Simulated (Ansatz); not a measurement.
# BClFH: the cost of one run

Method: RKS PBE0/6-31G*, in Ansatz 0.2.0.

### 1 The structure to begin with

Bond lengths: B1–H2 1.190 Å, B1–Cl3 1.860 Å, B1–F4 1.320 Å. Angles: H2–B1–Cl3 120.0°, H2–B1–F4 120.0°, Cl3–B1–F4 120.0°.

As a file:

```xyz
4

B     0.0000    0.0000    0.0000
H     0.0000    0.0000    1.1900
Cl    1.6108    0.0000   -0.9300
F    -1.1431    0.0000   -0.6600
```

### 2 Preparing the start

Contents of input.yaml:

```yaml
crystal:
  periodic: [false, false, false]
  atoms:
    - { symbol: B, position_ang: [0.0, 0.0, 0.0] }
    - { symbol: H, position_ang: [0.0, 0.0, 1.19] }
    - { symbol: Cl, position_ang: [1.6108, 0.0, -0.93] }
    - { symbol: F, position_ang: [-1.1431, 0.0, -0.66] }
basis:
  gaussian: { orbitals: "6-31G*" }
hamiltonian:
  xc: pbe0
relax:
  f_tol: 0.02
  max_steps: 40
```

Launch:

```console
> ansatz run input.yaml --threads 1 --pin off --max-ram 2048MiB --backend cpu --events-out ev --progress --plain --runs-dir out
```

**Question.** How long does this run take on 1 thread of AMD EPYC 9R45 (Zen 5), shared host, and how much memory does it need?

About 3 s, with a peak of 0.14 GiB.
